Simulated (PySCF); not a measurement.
Compound: 2-butanone, C4H8O.
Structure used (PBE0-D3(BJ)/def2-TZVP), in Å, numbered top down from 1:
```xyz
13
C4H8O angstrom
C     -1.9016   -0.0299   -0.2050
C     -0.4431    0.2354   -0.5081
C      0.4976   -0.1843    0.5977
C      1.9689   -0.0556    0.3014
O      0.0965   -0.6067    1.6536
H     -2.5348    0.3017   -1.0296
H     -2.0789   -1.0936   -0.0384
H     -2.2101    0.4927    0.7013
H     -0.2644    1.3026   -0.6915
H     -0.1230   -0.2654   -1.4299
H      2.1981    0.9137   -0.1484
H      2.5471   -0.1950    1.2131
H      2.2568   -0.8213   -0.4251
```

All values: wB97X-D/pcSseg-2 (PySCF, non-relativistic), on one gas-phase PBE0-D3(BJ)/def2-TZVP geometry that isn't relaxed in the solvent. The solvent is an IEF-PCM continuum (van der Waals radii × 1.2). The model holds no explicit solvent molecules, cavitation or dispersion.

Gas phase at wB97X-D/pcSseg-2: HOMO -9.11 eV, LUMO 1.55 eV, dipole 2.97 D.

Task: What does the continuum do to the energy, the frontier levels and the dipole at wB97X-D/pcSseg-2 in chloroform?

Result: 
| solvent | ε | E(solvent) − E(gas) (kcal/mol) | polarisation term (kcal/mol) | distortion of the solute (kcal/mol) | HOMO (eV) | LUMO (eV) | dipole (D) |
| --- | --- | --- | --- | --- | --- | --- | --- |
| chloroform | 4.711 | -3.97 | -4.64 | 0.67 | -9.19 | 1.58 | 3.75 |

The first energy column is the sum of the next two and covers electrostatics alone.

Task: Which radius a makes the point-dipole formula ΔE = −[(ε − 1)/(2ε + 1)]·μ²/a³ give the value in chloroform, with the gas-phase dipole?

Result: μ = 1.170 au and |ΔE| = 0.00633 Eh give a = 2.25 Å; the farthest nucleus lies 2.83 Å from the centroid of the nuclei, so such a sphere wouldn't even hold the nuclei. The formula assumes a rigid point dipole at the centre of a sphere.

Task: Give the dipole vector in the frame of the coordinates (D, pointing from negative to positive charge), gas and chloroform.

Result: Gas (0.92, 1.03, -2.64), solvent (1.18, 1.29, -3.32). Its length changes by +26 % and its direction by less than 1°.

wB97X-D is run here without its empirical dispersion term; that term would change no orbital, density or response property at a fixed geometry.
